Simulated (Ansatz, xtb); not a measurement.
## Ranking isomers of HNOSi

3 gas-phase structures of HNOSi, found in a search over its isomers (lower ones may exist). Each was relaxed with GFN2-xTB:

A. `N#[Si]O`, a singlet
B. `N=[Si]=O`, a singlet
C. `N1O[Si]1`, a singlet

Make a reasoned guess at their ranking by r2SCAN-D4/def2-SVP single-point energy.

Calculated order at r2SCAN-D4/def2-SVP: B (0.0), C (133.7), A (156.8) kJ/mol.

Energies above the lowest of each column, in kJ/mol; the last columns are at B3LYP/6-31G* geometries:

```
structure  GFN2-xTB  HF/STO-3G  r2SCAN-D4/def2-SVP  B3LYP/6-31G*  CCSD(T)/def2-TZVPP
        B       0.0      258.0                 0.0           0.0                 0.0
        C     329.7        0.0               133.7          99.7               131.2
        A     155.3      343.3               156.8         155.4               142.5
```

CCSD(T)/def2-TZVPP puts B lowest; HF/STO-3G picks C. Large T1 diagnostics make some coupled-cluster values less sure.

Programs: Ansatz 0.2.0, xtb 6.7.1 (Pople sets with spherical d functions).
